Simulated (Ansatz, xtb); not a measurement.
## A geometry optimisation of AlH6PSi with r2SCAN-D4/def2-SVP

The starting geometry of this gas-phase singlet was built from a drawn formula by distance geometry and a force field; its bonds are those of `[AlH3-][PH2+][SiH]`.

```xyz
9

Al    1.4515   -0.3487   -1.3590
P    -0.3640   -1.2530   -0.3502
Si   -0.4887   -0.5556    1.6566
H     2.6462   -0.2181   -0.3149
H     1.1417    1.0172   -2.0014
H     1.9688   -1.2980   -2.5643
H    -0.2735   -2.6382   -0.3967
H    -1.5323   -0.8848   -1.0860
H    -1.7030   -1.1223    2.2827
```

Q: Where would you expect an optimisation with r2SCAN-D4/def2-SVP to take it?

A: A new bond forms, giving a structure with H4 bridging Al1 and Si3, given below by its coordinates. Distances that change by over a tenth: Al1–H4 (1.59 → 1.80 Å), P2–Si3 (2.13 → 2.35 Å). Contacts that close: Si3–H4 (3.72 → 1.64 Å).

The energy falls by 2.86 eV over 34 steps:

```csv
step,E − E(last) (eV)
1,2.861
5,1.691
8,1.585
12,1.368
16,1.323
19,1.287
23,0.368
27,0.034
30,0.001
34,0.000
```

Final geometry (Å):

```tsv
atom	x (Å)	y (Å)	z (Å)
Al	1.2982	-0.3463	-1.2617
P	-0.8028	-1.3080	-0.7365
Si	-0.0725	-0.3601	1.2854
H	1.1405	0.3031	0.4099
H	1.1229	0.9841	-2.1040
H	2.4521	-1.4241	-1.3590
H	-1.0041	-2.7004	-0.6310
H	-2.0531	-0.8177	-1.1752
H	0.7655	-1.6321	1.4388
```

From the same start GFN2-xTB ends elsewhere, differing in Al1–Si3 (2.65 against 2.89 Å here), Si3–H4 (2.42 against 1.64 Å here).

No frequencies were run, so the end isn't proven a minimum. Run with Ansatz 0.2.0, 2 min on 1 thread of AMD EPYC 7R43 64-Core Processor (Zen 3) (shared host).
